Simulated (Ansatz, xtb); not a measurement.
Species: sulfur monoxide, SO, net charge 0, triplet state. SMILES: O=S
Structure (B3LYP-D3(BJ)/def2-TZVP (Ansatz, a program for electronic structure) minimum search):
```
O
S 1 1.4899
```
Charge 0, spin multiplicity 3.

Harmonic wavenumbers from GFN2-xTB (xtb, at its own minimum), cm⁻¹: 1149.

Q: Give the harmonic wavenumbers at B3LYP-D3(BJ)/def2-TZVP (Ansatz, finite differences of forces, unscaled).

A: 1157 cm⁻¹. Zero-point energy 1.7 kcal/mol.

Q: From these and the geometry, give the ideal-gas thermochemistry at 298.15 K and 1 atm (rigid rotor, harmonic oscillator).

A: Point group C∞v, rotational symmetry number 1. Rotational constants 21.33, 21.33 GHz. S(trans) 37.53, S(rot) 13.26, S(vib) 0.05, S(elec, spin only) 2.18, S 53.0 cal/(mol K). H(298) - H(0) 2.09 kcal/mol; G - E(el) -12.1 kcal/mol.
